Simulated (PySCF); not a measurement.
# SiH₂Cl−, an adduct: interaction energy

The task here is to estimate one member of a computed series from the others.

Programs: PySCF 2.14.0. All values are calculated, for the isolated system unless a continuum is named. Atoms count from 0, parts from 1.

## The system as given

4 atoms, charge -1, multiplicity 1; geometry: GFN2-xTB. Parts: 1 = atoms 0–2, `[SiH2]`, charge 0; 2 = atom 3, `[Cl-]`, charge -1. In the given geometry Si0 and Cl3 of different parts are bonded (2.27 Å), so values for the parts refer to these atom groups.

Set-up of the first run:

The job: settings as JSON, then the geometry in Å.

```
{"job": {"xc": "PBE0", "basis": "def2-SVPD", "d3": "d3bj", "grid": 2, "kind": "geom", "shake": 0.01}, "charge": -1, "multiplicity": 1, "parts": [{"atoms": "0-2", "charge": 0, "multiplicity": 1}, {"atoms": "3-3", "charge": -1, "multiplicity": 1}]}
Si    -0.006788     0.281383     0.664339
H     -0.765246    -0.746288    -0.109344
H      1.163588     0.423791    -0.212064
Cl     0.962255    -1.158919     2.134452
```

The run is started by

```console
$ OMP_NUM_THREADS=1 python cluster_run.py task.json out
```

This one command runs all jobs of the session in turn.

Among the steps run: Geometry optimisation at PBE0-D3(BJ)/def2-SVPD; Coupled-cluster interaction energy: CCSD(T) and MP2, 2.29 Å; Coupled-cluster interaction energy: CCSD(T) and MP2, 2.52 Å; Coupled-cluster interaction energy: CCSD(T) and MP2, 2.17 Å; Coupled-cluster interaction energy: CCSD(T) and MP2, 2.86 Å; Coupled-cluster interaction energy: CCSD(T) and MP2, 2.06 Å; Coupled-cluster interaction energy: CCSD(T) and MP2, 3.43 Å; Coupled-cluster interaction energy: CCSD(T) and MP2, 4.58 Å.

One of the session's tables, all rows but one given; the rest of the session is left out.

It belongs to the step «Coupled-cluster interaction energy: CCSD(T) and MP2, 4.58 Å». 

| method | interaction energy (kcal/mol) |
| --- | --- |
| HF/aug-cc-pVDZ | ? |
| MP2/aug-cc-pVDZ | -5.89 |
| CCSD/aug-cc-pVDZ | -5.60 |
| CCSD(T)/aug-cc-pVDZ | -5.73 |
| HF/aug-cc-pVTZ | -5.47 |
| MP2/aug-cc-pVTZ | -5.92 |
| SCS-MP2/aug-cc-pVTZ | -5.76 |
| MP2, extrapolated | -5.93 |
| CCSD(T), limit estimate | -5.78 |

Q: Estimate the row for HF/aug-cc-pVDZ from the others.

As computed: interaction energy (kcal/mol): -5.46. In the column «interaction energy (kcal/mol)» it is the highest.
